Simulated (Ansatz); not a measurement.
The input, for Ansatz 0.2.0:

```yaml
crystal:
  periodic: [false, false, false]
  atoms:
    - {symbol: Al, position_ang: [0.000000, 0.000000, 0.000000]}
    - {symbol: H, position_ang: [0.000000, 0.000000, 1.604550]}
basis:
  gaussian: {orbitals: cc-pVQZ}
magnetization: {spin_polarized: true, initial_magnetization: 2}
hamiltonian: {xc: {name: BLYP}}
```

```sh
$ ansatz run in.yaml --threads 1 --pin off --events-out ev --progress --plain --max-ram 2393MiB
```

Problem. Roughly how long does this take on 1 thread of Arm Neoverse V1, shared host, and how much host memory?

Solution. 2.2 s wall and 0.09 GiB.

```
355 factors; their error is unknown
mean field evaluation 1: about -6609.3298 eV, gradient 9.8e0 eV
mean field evaluation 2: about -6608.2318 eV, gradient 1.3e1 eV
mean field evaluation 4: about -6610.2951 eV, gradient 3.6e-1 eV
mean field evaluation 8: about -6610.2741 eV, gradient 3.9e-3 eV
mean field evaluation 16: about -6610.2742 eV, gradient 5.0e-2 eV
a density is far from that of the atoms, so the factors are made again for it
524 factors; integrals over basis functions are off by at most 1.2e-3 eV
mean field -6610.27405915 eV, -242.9230910693 hartree, gradient 2.6e-5 eV, S^2 2.002772; 0 other end points of the search recorded, 0 dependent functions left out
reference -6610.27430207 eV, -242.9230999961 hartree; 8, 6 occupied and 81, 83 virtual orbitals, 524 factors
Total energy: -6610.27430207 eV, -242.9230999961 hartree
```
